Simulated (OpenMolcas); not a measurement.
# S2O (Disulfur monoxide), step by step

Aim: a single-point energy (UHF/STO-3G), then the energy (CASSCF(4,4)/STO-3G), then the energy (CASPT2(4,4)/STO-3G), then the energy (SC-NEVPT2(4,4)/STO-3G), then the energy (MRCI(4,4)/STO-3G) of S2O (Disulfur monoxide). 

The results are computed with OpenMolcas 26.06.

2 further runs of the same task are left out: 2 that didn't finish.

### Step 1. The system as given

The species is S2O (3 atoms), meant as a singlet with charge 0. SMILES: `O=S=S`. One bond was lengthened or shortened from a relaxed shape.

Bond lengths: O1–S2 1.453 Å, S2–S3 2.350 Å. Angles: O1–S2–S3 117.8°.

### Step 2. A single-point energy at UHF/STO-3G (run 1)

step1.inp

```
&GATEWAY
  BasLib=$CurrDir
  Coord
  3
  angstrom
  O        0.829125       1.402286       0.690948
  S        0.906615      -0.007244       0.346718
  S       -0.980740      -0.998510      -0.642110
  Basis=STO-3G
  Group=NoSym

&SEWARD

&SCF
  UHF
  Scramble=0.25
  PrOrbitals=1 1
```

The basis set STO-3G is read from a file made from the Basis Set Exchange's data (not shown).

Launch:

```bash
$ export MOLCAS_MEM=1860
$ pymolcas step1.inp > step1.log
```

Standard output:

```text
--- Start Module: gateway ---
[...]
--- Stop Module: gateway /rc=_RC_ALL_IS_WELL_ ---
--- Start Module: seward ---
[...]
      Basis functions           23
--- Stop Module: seward /rc=_RC_ALL_IS_WELL_ ---
--- Start Module: scf ---
[...]
       Convergence after 122 Iterations
[...]
::    Total SCF energy                               -860.0839501283
[...]
      Total spin, S                                     0.8031577264
[...]
      Total electronic charge=   40.000000
      Total            charge=   -0.000000
[...]
      Dipole Moment (debye):
      Origin of the operator (angstrom)=    0.1363   -0.1217    0.0201
                   X=  2.4144E-02               Y= -5.5899E-01               Z= -1.3905E-01           Total=  5.7653E-01
      Quadrupole Moment (debye*angstrom):
[...]
--- Stop Module: scf /rc=_RC_ALL_IS_WELL_ ---
[...]
```

It took 4.2 s on 1 thread of Arm Neoverse V1, shared host; peak memory 0.37 GiB.

### Step 3. A single-point energy at CASSCF(4,4)/STO-3G (run 2)

step2.input

```
&GATEWAY
BASLIB=$CurrDir
COORD
3
angstrom
O        0.829125       1.402286       0.690948
S        0.906615      -0.007244       0.346718
S       -0.980740      -0.998510      -0.642110
BASIS=STO-3G
GROUP=NoSym
&SEWARD
&RASSCF
FILEORB=$CurrDir/step1.UnaOrb
SPIN=1
NACTEL=4 0 0
INACTIVE=18
RAS2=4
ORBLISTING=Nothing
ORBAPPEAR=Compact
```

The basis set STO-3G is read from a file made from the Basis Set Exchange's data (not shown).

Launch:

```bash
$ export MOLCAS_MEM=1860
$ pymolcas step2.input > step2.log
```

Standard output:

```text
--- Start Module: gateway ---
[...]
--- Stop Module: gateway /rc=_RC_ALL_IS_WELL_ ---
--- Start Module: seward ---
[...]
      Basis functions           23
--- Stop Module: seward /rc=_RC_ALL_IS_WELL_ ---
--- Start Module: rasscf ---
[...]
      Number of active orbitals                  4
[...]
      Spin quantum number                      0.0
[...]
      Active orbitals                            4
[...]
      Number of CSFs                            20
[...]
      Number of root(s) required                 1
[...]
      Convergence after 14 iterations
[...]
      printout of CI-coefficients larger than  0.05 for root  1
      energy=    -860.113223
      conf/sym  1111     Coeff  Weight
             1  2200  -0.76613 0.58695
             6  2020   0.56225 0.31612
            10  udud   0.16754 0.02807
            14  0202   0.19520 0.03810
            20  0022  -0.16956 0.02875
      Natural orbitals and occupation numbers for root  1
      sym 1:   1.836126   1.280076   0.719943   0.163855
      ************************************************************************************************************************
      *                                                    Final results                                                     *
[...]
::    RASSCF root number  1 Total energy:   -860.11322311
[...]
      Total electronic charge=   40.000000
      Total            charge=   -0.000000
[...]
      Dipole Moment (debye):
      Origin of the operator (angstrom)=    0.1363   -0.1217    0.0201
                   X= -6.5029E-03               Y= -6.2204E-01               Z= -1.6756E-01           Total=  6.4425E-01
      Quadrupole Moment (debye*angstrom):
[...]
--- Stop Module: rasscf /rc=_RC_ALL_IS_WELL_ ---
[...]
```

It took 1.9 s on 1 thread of Arm Neoverse V1, shared host; peak memory 0.37 GiB.

### Step 4. The energy at CASPT2(4,4)/STO-3G (run 3)

step3.inp

```
&GATEWAY
  BasLib=$CurrDir
  Coord
  3
  angstrom
  O        0.829125       1.402286       0.690948
  S        0.906615      -0.007244       0.346718
  S       -0.980740      -0.998510      -0.642110
  Basis=STO-3G
  Group=NoSym

&SEWARD

&RASSCF
  FileOrb=$CurrDir/step2.RasOrb
  Spin=1
  Nactel=4 0 0
  Inactive=18
  Ras2=4
  OrbListing=Nothing
  OrbAppear=Compact

&CASPT2
  Imaginary=0.1
  Frozen=11
```

The basis set STO-3G is read from a file made from the Basis Set Exchange's data (not shown).

Launch:

```bash
$ export MOLCAS_MEM=1860
$ pymolcas step3.inp > step3.log
```

Standard output:

```text
--- Start Module: gateway ---

                                              &GATEWAY

                       available to each process: 1.9 GB of memory, 1 thread

 Basis Set     1 Label: O.STO-3G
 Basis set is read from library:.
 basistype.tbl is not found

 Basis Set     2 Label: S.STO-3G
 Basis set is read from library:.
 basistype.tbl is not found

++    Symmetry information:
      ---------------------

                    Character Table for C1

                             E
                    a        1  x, y, xy, Rz, z, xz, Ry, yz, Rx, I
--

++    Basis set information:
      ----------------------

      Basis set label: O.STO-3G.........

      Electronic valence basis set:
      ------------------
      Associated Effective Charge   8.000000 au
      Associated Actual Charge      8.000000 au
      Nuclear Model: Point charge

      Shell  nPrim  nBasis  Cartesian Spherical Contaminant
         s       6       2        X
         p       3       1        X

      Basis set label: S.STO-3G.........

[... 92 lines left out ...]
      Nuclear repulsion energy =  124.85826246
[... 77 lines left out ...]
      Convergence after  4 iterations
[... 10 lines left out ...]
      printout of CI-coefficients larger than  0.05 for root  1
[... 1 line left out ...]
      conf/sym  1111     Coeff  Weight
[... 10 lines left out ...]
      *                                                    Final results                                                     *
[... 6 lines left out ...]
      RASSCF energy for state  1                   -860.11322311
[... 12 lines left out ...]
::    RASSCF root number  1 Total energy:   -860.11322311
[... 29 lines left out ...]
      Dipole Moment (debye):
[... 13 lines left out ...]
      Spin density orbitals for root   1 are written to the SPDORB.1 file
[... 52 lines left out ...]
      Imaginary shift                            0.10
[... 3 lines left out ...]
--------------------------------------------------------------------------------
 Estimated memory requirements:
  POLY3 :                   250840
  RHS:                      253264
  SIGMA :                   251792
  PRPCTL:                        0
 Available workspace:    232490254

++ CASPT2 computation for group   1

********************************************************************************
 Multi-State initialization phase begins for group   1
--------------------------------------------------------------------------------
********************************************************************************
 Compute H0 matrices for state    1
--------------------------------------------------------------------------------
--------------------------------------------------------------------------------
 H0 matrices have been computed.

********************************************************************************
  CASPT2 EQUATION SOLUTION
--------------------------------------------------------------------------------
 Invalid disk address                    -8
 I/O error in DaFile_checkarg
 Unit =                    45

--- Stop Module: caspt2 /rc=-6 ---

.########################.
.# Non-zero return code #.
.########################.

    Timing: Wall=1.50 User=1.09 System=0.40
```

It took 1.8 s on 1 thread of Arm Neoverse V1, shared host; peak memory 0.37 GiB.

The job broke off with an error.

### Step 5. The energy at SC-NEVPT2(4,4)/STO-3G (run 4)

step4.inp

```
&GATEWAY
  BasLib=$CurrDir
  Coord
  3
  angstrom
  O        0.829125       1.402286       0.690948
  S        0.906615      -0.007244       0.346718
  S       -0.980740      -0.998510      -0.642110
  Basis=STO-3G
  Group=NoSym

&SEWARD

&RASSCF
  FileOrb=$CurrDir/step2.RasOrb
  Spin=1
  Nactel=4 0 0
  Inactive=18
  Ras2=4
  OrbListing=Nothing
  OrbAppear=Compact

&CASPT2
  SC-NEVPT2
  Frozen=11
```

The basis set STO-3G is read from a file made from the Basis Set Exchange's data (not shown).

Launch:

```bash
$ export MOLCAS_MEM=1860
$ pymolcas step4.inp > step4.log
```

Standard output:

```text
--- Start Module: gateway ---
[...]
--- Stop Module: gateway /rc=_RC_ALL_IS_WELL_ ---
[...]
      Basis functions           23
[...]
--- Start Module: rasscf ---
[...]
      Number of active orbitals                  4
[...]
      Spin quantum number                      0.0
[...]
      Active orbitals                            4
[...]
      Number of CSFs                            20
[...]
      Number of root(s) required                 1
[...]
      Convergence after  4 iterations
[...]
      printout of CI-coefficients larger than  0.05 for root  1
      energy=    -860.113223
      conf/sym  1111     Coeff  Weight
             1  2200  -0.76613 0.58696
             6  2020   0.56224 0.31611
            10  udud   0.16755 0.02807
            14  0202   0.19520 0.03810
            20  0022  -0.16956 0.02875
      Natural orbitals and occupation numbers for root  1
      sym 1:   1.836123   1.280094   0.719926   0.163858
      ************************************************************************************************************************
      *                                                    Final results                                                     *
[...]
::    RASSCF root number  1 Total energy:   -860.11322311
[...]
      Total electronic charge=   40.000000
      Total            charge=   -0.000000
[...]
      Dipole Moment (debye):
      Origin of the operator (angstrom)=    0.1363   -0.1217    0.0201
                   X= -6.4233E-03               Y= -6.2206E-01               Z= -1.6754E-01           Total=  6.4426E-01
      Quadrupole Moment (debye*angstrom):
[...]
--- Stop Module: rasscf /rc=_RC_ALL_IS_WELL_ ---
--- Start Module: caspt2 ---
[...]
 ###    WARNING: User changed nr of frozen orbitals.                         ###
 ###############################################################################
[...]
      E2 (Variational):          -0.0488971062
[...]
      E2 (Variational):          -0.0486735019
      Total energy:            -860.1618966132
[...]
      Reference weight:           0.97523
[...]
::    SC-NEVPT2 Root  1     Total energy:   -860.16189661
[...]
--- Stop Module: caspt2 /rc=_RC_ALL_IS_WELL_ ---
[...]
```

Wall time 1.7 s (1 thread of Arm Neoverse V1, shared host); peak memory 0.37 GiB.

### Step 6. A single-point energy at MRCI(4,4)/STO-3G (run 5)

step5.inp

```
* OS2 MRCI

&GATEWAY
  BasLib = $CurrDir
  Coord
  3
  angstrom
  O        0.829125       1.402286       0.690948
  S        0.906615      -0.007244       0.346718
  S       -0.980740      -0.998510      -0.642110
  Basis = STO-3G
  Group = NoSym

&SEWARD

&RASSCF
  FileOrb = $CurrDir/step2.RasOrb
  Spin = 1
  Nactel = 4 0 0
  Inactive = 18
  Ras2 = 4
  OrbListing = Nothing
  OrbAppear = Compact

&MOTRA
  LumOrb
  Frozen = 11

&GUGA
  Electrons = 18
  Spin = 1
  Inactive = 7
  Active = 4
  CIAll = 1

&MRCI
  SDCI
```

The basis set STO-3G is read from a file made from the Basis Set Exchange's data (not shown).

Launch:

```bash
$ export MOLCAS_MEM=1860
$ pymolcas step5.inp > step5.log
```

Standard output:

```text
--- Start Module: gateway ---
[...]
--- Stop Module: gateway /rc=_RC_ALL_IS_WELL_ ---
[...]
      Basis functions           23
[...]
      Number of active orbitals                  4
[...]
      Spin quantum number                      0.0
[...]
      Active orbitals                            4
[...]
      Number of CSFs                            20
[...]
      Number of root(s) required                 1
[...]
      Convergence after  4 iterations
[...]
      printout of CI-coefficients larger than  0.05 for root  1
      energy=    -860.113223
      conf/sym  1111     Coeff  Weight
             1  2200  -0.76613 0.58696
             6  2020   0.56224 0.31611
            10  udud   0.16755 0.02807
            14  0202   0.19520 0.03810
            20  0022  -0.16956 0.02875
      Natural orbitals and occupation numbers for root  1
      sym 1:   1.836123   1.280094   0.719926   0.163858
      ************************************************************************************************************************
      *                                                    Final results                                                     *
[...]
::    RASSCF root number  1 Total energy:   -860.11322311
[...]
      Dipole Moment (debye):
      Origin of the operator (angstrom)=    0.1363   -0.1217    0.0201
                   X= -6.4233E-03               Y= -6.2206E-01               Z= -1.6754E-01           Total=  6.4426E-01
      Quadrupole Moment (debye*angstrom):
[...]
      *** WARNING: Default frozen orbitals is overwritten by user input.
      *** Default values:  11
[...]
--- Start Module: guga ---
[...]
--- Stop Module: guga /rc=_RC_ALL_IS_WELL_ ---
--- Start Module: mrci ---
[...]
       (But an ACPF correction will be computed)
       USE THE DEFAULT ACPF G-VALUE GFAC=  0.11111111111111110
[...]
                      CI ENERGY:  -860.18600827
[...]
                ACPF CORRECTION:    -0.00702398
[...]
      Total electronic charge=   40.000000
      Total            charge=   -0.000000
[...]
     ACPF CORRECTION:     -0.00702398
[...]
  CI State   1     Total energy:   -860.18600827     QDav:     -0.00799846     QACPF:     -0.00702398
[...]
--- Stop Module: mrci /rc=_RC_ALL_IS_WELL_ ---
[...]
```

Wall time 3.6 s (1 thread of Arm Neoverse V1, shared host); peak memory 0.37 GiB.

### Step 7. Outcome

| quantity | value |
| --- | --- |
| run 1, UHF/STO-3G: total energy | -860.08395 Eh |
| run 1, UHF/STO-3G: dipole moment | 0.58 D |
| run 1, UHF/STO-3G: HOMO energy | -6.21 eV |
| run 1, UHF/STO-3G: LUMO energy | 6.36 eV |
| run 1, UHF/STO-3G: HOMO–LUMO gap | 12.57 eV |
| run 1, UHF/STO-3G: ⟨S²⟩ | 1.448 |
| run 2, CASSCF(4,4)/STO-3G: total energy | -860.11322 Eh |
| run 2, CASSCF(4,4)/STO-3G: dipole moment (CASSCF density) | 0.64 D |
| run 4, SC-NEVPT2(4,4)/STO-3G: total energy | -860.16190 Eh |
| run 4, SC-NEVPT2(4,4)/STO-3G: dipole moment (CASSCF density) | 0.64 D |
| run 5, MRCI(4,4)/STO-3G: total energy | -860.18601 Eh |
| run 5, MRCI(4,4)/STO-3G: dipole moment (CASSCF density) | 0.64 D |
| run 3, CASPT2(4,4)/STO-3G | no result (crashed) |

**Reading.** ⟨S²⟩ (run 1, UHF/STO-3G) is 1.45 where a pure singlet has 0.00: the reference is spin-contaminated. 1 of the 5 runs did not end normally.
